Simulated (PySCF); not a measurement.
**Dipole moment and polarisability of difluorophosphane**

Compound: difluorophosphane, F2HP.
Cartesian coordinates in Å at the GFN2-xTB level; atoms count from 1:
```
atom  x, y, z in Å
F1    -1.148   -0.707   -0.207
P2    -0.002    0.076    0.622
F3     1.227   -0.570   -0.206
H4    -0.067    1.206   -0.232
```

Level: CAM-B3LYP/def2-SVPD (PySCF), static field, nuclei fixed, core orbitals frozen in the response. The polarisability tensor in these axes (au):

```
x   27.08 -0.02  0.04
y   -0.02 27.50 -0.73
z    0.04 -0.73 25.27
```

Task: What are the eigenvalues, a third of the trace, and Δα (Δα² = ½Σ(αi − αj)² over the three pairs)?

Result: Principal values 25.05, 27.08 and 27.71 au; mean 26.61 au = 3.94 Å³ = 4.39 × 10⁻⁴⁰ C²·m²/J; Δα = 2.41 au (9 % of the mean).

Task: What is the dipole moment, and where does it point?

Result: (-0.09, 1.59, 0.92) D, 1.84 D in size, pointing from the negative to the positive side. Measured along this direction, the outermost atoms are F1 and F3 at the negative end and H4 at the positive end.

Task: Molar refractivity from α?

Result: Lorentz–Lorenz: R = (4π/3)N_A α = 2.5225 cm³/(mol·Å³) × 3.94 Å³ = 9.9 cm³/mol, in the limit of long wavelengths.

Task: What are the principal values of the traceless quadrupole moment, Θ = ½Σq(3rr − r²1), about the centre of nuclear charge?

Result: -2.30, -0.56, 2.86 D·Å. The values depend on the origin, since the dipole doesn't vanish. The electronic extent ⟨r²⟩ about the same centre is 188 bohr², a root-mean-square distance of 1.24 Å for the 34 electrons.

Task: Refractivity n − 1 of an ideal gas of it at 500 K and 1 atm, from the electronic α?

Result: N = p/kT = 1.4678 × 10¹⁹ cm⁻³, so n − 1 = 2π × N × 3.94 × 10⁻²⁴ cm³ = 364 × 10⁻⁶ at long wavelengths.

Isolated species at its GFN2-xTB geometry, gas phase.

These values come from a run that also computed excited states. On Arm Neoverse V2, one thread, no GPU, on a shared host, this took 2.7 s wall.
